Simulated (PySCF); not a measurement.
Phosphorus tetramer, P₄.
SMILES: `p12p3p2p31`

Computed, not measured: MP2 and CCSD/aug-cc-pVDZ in PySCF, restricted Hartree–Fock reference, 20 core orbitals frozen, non-relativistic, gas phase, PBE0-D3(BJ)/def2-SVP geometry.

E(HF) = -1362.99501 Eh.

Task: How large is the problem?

Result: 108 basis functions and 60 electrons; 20 orbitals frozen, which leaves o = 10 correlated occupied and v = 78 virtual orbitals. That is o·v = 780 singles and o·v(o·v + 1)/2 = 304590 distinct closed-shell doubles amplitudes before symmetry; the costliest CCSD step grows as o²v⁴ = 3.7 × 10^9.

Task: What are the MP2 and CCSD correlation energies?

Result: MP2 -0.4849 Eh and CCSD -0.5035 Eh, which gives totals of -1363.47991 and -1363.49856 Eh. That is 0.685 eV for each correlated electron at CCSD (1322 kJ/mol in all, 0.037 % of the total energy); MP2 gives 96.3 % of the CCSD value.

Task: What is the T1 diagnostic?

Result: 0.0187, close to the customary warning level of 0.02. It is the norm of the spatial-orbital singles amplitudes over the root of the number of correlated electrons, so the norm is 0.084.

Connected triples and the basis-set limit are missing.

The job also held the EOM ionisation and excitation roots. Hardware: one thread, Arm Neoverse V2 (shared host). Cost: 3.7 min of wall time.
